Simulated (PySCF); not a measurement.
**Fluorine: a sound run and one with changed settings**

Sound run: F [He] 2s2 2p5, F+ [He] 2s2 2p4. All numbers are calculated (PySCF 2.14, scalar relativity by spin-free X2C-1e, in x2c-TZVPall). In the sound run the correlated levels freeze 1s2. The sound run starts from symmetry-adapted Hartree-Fock orbitals and uses a fine grid where one is needed.

Changed run: initial guess atom, at most 50 SCF cycles, level shift 2.0 hartree.

```
species   method  sound run (hartree)  changed run (hartree)  converged
      F      UHF            -99.49886              -99.49886        yes
      F     MN15            -99.79781              -99.79781        yes
      F   M06-2X            -99.82369              -99.82369        yes
      F      MP2            -99.69685              -99.62484        yes
      F  CCSD(T)            -99.71230              -99.71230        yes
     F+      UHF            -98.92406              -98.92406        yes
     F+     MN15            -99.15232              -99.15232        yes
     F+   M06-2X            -99.18189              -99.18189        yes
     F+      MP2            -99.06494              -99.01721        yes
     F+  CCSD(T)            -99.08260              -99.08260        yes
```

Ionisation energy of F:

| method | sound run (eV) | changed run (eV) |
| --- | --- | --- |
| UHF | 15.641 | 15.641 |
| MN15 | 17.565 | 17.565 |
| M06-2X | 17.464 | 17.464 |
| MP2 | 17.195 | 16.534 |
| SCS-MP2 | 17.180 | 16.540 |
| CCSD | 17.093 | 17.093 |
| CCSD(T) | 17.135 | 17.135 |

A level shift leaves the converged SCF energy unchanged but raises the virtual orbital energies, which shrinks MP2 if it is not removed.

For comparison, NIST gives 17.423 eV between the lowest levels.
